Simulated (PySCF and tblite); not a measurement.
Results of a calculation; reference values are marked as such.
System: C₃H₃ClO₂, numbered as in [O:1]=[CH:2]/[C:3]([Cl:4])=[CH:5]\[OH:6].

Motion: rotation about the C2–C3 bond (torsion O1–C2–C3–Cl4 from -180° to 0°, rising). GFN2-xTB gives an electronic barrier of 15.8 kcal/mol and a reaction energy of 9.3 kcal/mol.

(1) What does BHandHLYP/pcSseg-1 + D3(BJ) give on GFN2-xTB geometries?

Programs: tblite and PySCF.

Results:

(1) A barrier of 20.3 kcal/mol, 4.5 above the tight-binding barrier (from unrounded values), a reaction energy of 11.2 kcal/mol and, with GFN2-xTB thermal terms, ΔG‡(298 K) = 19.4 kcal/mol and k = 0.075 s⁻¹ (2 equivalent paths).
